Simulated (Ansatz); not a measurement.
**[CH$_{3}$···H···BH$_{2}$], doublet along the distance C1-H5**

Starting geometry:

```xyz
8

C    -1.1885    0.0000    0.0000
H    -1.5517    1.0273    0.0000
H    -1.5517   -0.5137    0.8897
H    -1.5517   -0.5137   -0.8897
H    -0.0989    0.0000    0.0000
B     1.4065    0.0000    0.0000
H     1.9155    0.0000    1.0770
H     1.9155    0.0000   -1.0770
```

From there H5 is moved from one fragment to the other while all else, the fragments' distance too, stays fixed; atoms are numbered as listed. Energies are in kJ/mol, counted from the starting geometry at the same level. Kohn–Sham curves are unrestricted where that lies lower.

Basis cc-pVDZ; Ansatz 0.2.0. Only valence electrons are correlated (noble-gas cores frozen). R marks a restricted (for open shells ROHF) determinant, U an unrestricted one.

In so small a basis the reference is far from its limit while semilocal and hybrid functionals are nearer theirs (RPA and double hybrids share much of the reference's basis error), so the functionals' errors here hold much of the reference's basis and frozen-core error, which can add to them or hide them.

Full CI isn't at hand for all of this; UCCSDT(Q) serves as the reference, and is uncertain by about the last step of the cluster series.

```json
{"distance C1-H5 (Å)": "1.090", "UCCSDT(Q)": "0.0", "PBE": "0.0", "BLYP": "0.0", "r2SCAN": "0.0", "PBE0": "0.0", "B3LYP": "0.0", "wB97M-V": "0.0", "B2PLYP": "0.0", "RPA-PBE": "0.0"}
{"distance C1-H5 (Å)": "1.138", "UCCSDT(Q)": "-0.8", "PBE": "-3.9", "BLYP": "-4.0", "r2SCAN": "-2.2", "PBE0": "-1.2", "B3LYP": "-2.2", "wB97M-V": "0.3", "B2PLYP": "0.7", "RPA-PBE": "-1.1"}
{"distance C1-H5 (Å)": "1.233", "UCCSDT(Q)": "13.2", "PBE": "1.9", "BLYP": "0.6", "r2SCAN": "7.1", "PBE0": "7.4", "B3LYP": "4.2", "wB97M-V": "7.6", "B2PLYP": "6.7", "RPA-PBE": "7.7"}
{"distance C1-H5 (Å)": "1.329", "UCCSDT(Q)": "20.8", "PBE": "16.7", "BLYP": "12.6", "r2SCAN": "22.4", "PBE0": "17.8", "B3LYP": "13.0", "wB97M-V": "15.8", "B2PLYP": "14.3", "RPA-PBE": "22.4"}
{"distance C1-H5 (Å)": "1.425", "UCCSDT(Q)": "32.2", "PBE": "37.0", "BLYP": "29.1", "r2SCAN": "37.3", "PBE0": "31.9", "B3LYP": "25.2", "wB97M-V": "28.1", "B2PLYP": "25.8", "RPA-PBE": "38.6"}
```

Q: Judged by the spread of the error over the points with a reference (largest less smallest), which of these follows UCCSDT(Q) best and which worst?

A: Subtracting the UCCSDT(Q) column from each: best PBE0 (errors from -5.8 to 0.0, spread 5.8 kJ/mol), worst PBE (from -11.3 to 4.8, spread 16.1 kJ/mol). Functionals and wave-function methods converge differently with the basis, so part of this is basis effect.
